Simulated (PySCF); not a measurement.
C₄H₆, charge +1, multiplicity 2. Atoms are numbered in the order given.

```xyz
10

C      0.1055    -1.8684     0.0000
C     -0.4175    -0.5728     0.0000
C      0.4175     0.5728     0.0000
C     -0.1055     1.8684     0.0000
H      1.1955    -2.0435     0.0000
H     -0.5574    -2.7496     0.0000
H     -1.5134    -0.4348     0.0000
H      1.5134     0.4348     0.0000
H      0.5574     2.7496     0.0000
H     -1.1955     2.0435     0.0000
```
Charge +1, spin multiplicity 2.

Geometry optimised at PBE-D3(BJ)/def2-SVP. The multiplicity is an assumed one; other spin states were not compared. Other conformers were not sampled.

These are TDA-PBE/def2-SVPD run with PySCF values and carry that method's errors.

Vertical excitations. 

| state | energy (eV) | λ (nm) | f | main pairs |
|---|---|---|---|---|
| root 1 | 2.98 | 417 | 0.014 | α HOMO→LUMO 31 %, β HOMO→LUMO 67 % |
| root 2 | 3.06 | 405 | 0.000 | β HOMO−1→LUMO 100 % |
| root 3 | 3.82 | 324 | 0.000 | β HOMO−2→LUMO 99 % |
| root 4 | 3.99 | 311 | 0.000 | β HOMO−3→LUMO 100 % |
| root 5 | 5.30 | 234 | 0.000 | α HOMO−2→LUMO 44 %, β HOMO→LUMO+1 52 % |
| root 6 | 5.44 | 228 | 0.818 | α HOMO→LUMO 63 %, β HOMO→LUMO 28 % |
| root 7 | 5.59 | 222 | 0.000 | α HOMO−1→LUMO 90 %, β HOMO−5→LUMO 6 % |
| root 8 | 5.80 | 214 | 0.000 | α HOMO−3→LUMO 7 %, β HOMO−4→LUMO 92 % |
| root 9 | 5.91 | 210 | 0.001 | α HOMO−1→LUMO 6 %, β HOMO−5→LUMO 90 % |
| root 10 | 6.32 | 196 | 0.000 | α HOMO→LUMO+1 62 %, α HOMO−2→LUMO 29 %, β HOMO→LUMO+1 8 % |
Unrestricted roots are not spin-pure.
